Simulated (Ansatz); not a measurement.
# Worked example: correlation energy of H3Ge–GeH3, singlet

Geometry: a PBE0/def2-TZVP stationary point for this spin, not checked as a minimum.

```yaml
atoms:
  - { symbol: Ge, position_ang: [-1.2108, -0.0044, 0.0000] }
  - { symbol: Ge, position_ang: [1.2108, 0.0044, 0.0000] }
  - { symbol: H, position_ang: [-1.7510, 1.4350, 0.0083] }
  - { symbol: H, position_ang: [-1.7432, -0.7342, 1.2440] }
  - { symbol: H, position_ang: [-1.7432, -0.7197, -1.2524] }
  - { symbol: H, position_ang: [1.7510, -1.4350, -0.0083] }
  - { symbol: H, position_ang: [1.7432, 0.7197, 1.2524] }
  - { symbol: H, position_ang: [1.7432, 0.7342, -1.2440] }
```

Basis cc-pVDZ; Ansatz 0.2.0. Correlated methods freeze the noble-gas cores and the filled d shells of p-block atoms, which leaves 14 electrons in 56 orbitals. Prefix R: restricted or restricted open-shell reference. No spin–orbit coupling is included, and no scalar relativity.

Full CI isn't at hand for all of this; RCCSDT(Q) serves as the reference, and is uncertain by about the last step of the cluster series.

Runs differ by some tens of microhartree through their thresholds, so steps under 0.03 kcal/mol mean nothing.

```tsv
level	total energy (hartree)
RHF	-4154.150131
RMP2	-4154.355478
RCCSD	-4154.404705
RCCSD(T)	-4154.410320
RCCSDT	-4154.411408
RCCSDT(Q)	-4154.411613
```

Problem. What is the correlation energy at RCCSDT(Q), and what share of it do RMP2 and RCCSDT recover?

Solution. E(corr) = -4154.411613 − (-4154.150131) = -0.261482 hartree = -7.115 eV. RMP2: -0.205347 / -0.261482 = 78.53 %. RCCSDT: -0.261277 / -0.261482 = 99.92 %.

Problem. By how many kcal/mol does RCCSD(T) miss RCCSDT(Q) (1 hartree = 627.509 kcal/mol), and which steps make up the rest?

Solution. -4154.410320 − (-4154.411613) = 0.001293 hartree = 0.81 kcal/mol. Steps: RCCSDT − RCCSD(T) = -0.68, RCCSDT(Q) − RCCSDT = -0.13 kcal/mol. Differences between like states or geometries often cancel part of this.
